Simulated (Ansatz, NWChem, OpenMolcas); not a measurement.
# Abstraction of F: C3H7F + MgH → C3H7 + MgHF

Species: C3H7F (2-fluoropropane) `CC(C)F`, singlet; MgH, doublet; C3H7 (methylethyl) `C[CH]C`, doublet; MgHF `[F][MgH]`, singlet. A radical takes F: the energy is the difference in strength between the C–F bond broken and the Mg–F bond made.

Shapes, held fixed at every level: PBE0-D4/def2-TZVP. Programs: Ansatz 0.2.0, NWChem 7.3.0, OpenMolcas 26.06. A level may come from different programs for different species; with the same settings they agree closely. The zero-point and thermal change to 298 K, harmonic and unscaled (PBE0-D4/def2-TZVP), is -8.8 kJ/mol.

```tsv
level	kind	ΔH(298 K) (kJ/mol)	less CCSD(T)/def2-TZVPP
SPW92/def2-TZVPP	LDA	-74.9	+33.7
r2SCAN-D4/def2-TZVPP	meta-GGA	-120.4	-11.8
B3LYP/6-31G* (Cartesian functions)	global hybrid	-110.5	-1.9
B3LYP-D4/def2-TZVPP	global hybrid	-116.2	-7.6
CCSD(T)/def2-SVP	coupled cluster or CI	-111.9	-3.3
CCSD/def2-SVP	coupled cluster or CI	-116.0	-7.4
CCSD(T)/def2-TZVPP	coupled cluster or CI	-108.6	0.0
```

The highest level, CCSD(T)/def2-TZVPP, gives ΔH(298 K) = -108.6 kJ/mol; the levels span -120.4 to -74.9. The column of differences is taken from that level and isn't an error. No measured value is set beside it here. Open shells run unrestricted. Outer-core shells of Mg are correlated, in sets that cover them unevenly.
